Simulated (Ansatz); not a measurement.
System: diamond-structure Si. Method: HSE06-D3(BJ) (Ansatz, an electronic-structure program, plane waves, PAW).

Numerical settings: plane-wave cutoff 460 eV, 8×8×8 k mesh, Fermi–Dirac smearing 0.01 eV, scalar-relativistic PAW data made under PBE.

Response to compression and expansion:

| V (Å³/atom) | P (GPa) | direct gap at Γ (eV) | smallest gap on the k mesh (eV) |
|---|---|---|---|
| 18.538 | 6.19 | 3.347 | 1.038 |
| 19.026 | 3.03 | 3.336 | 1.086 |
| 19.514 | 0.26 | 3.325 | 1.130 |
| 20.155 | -2.83 | 3.308 | 1.183 |
| 20.490 | -4.22 | 3.299 | 1.209 |

The fundamental gap (1.09 eV at the equilibrium volume, with added k points) lies elsewhere than Γ–Γ.
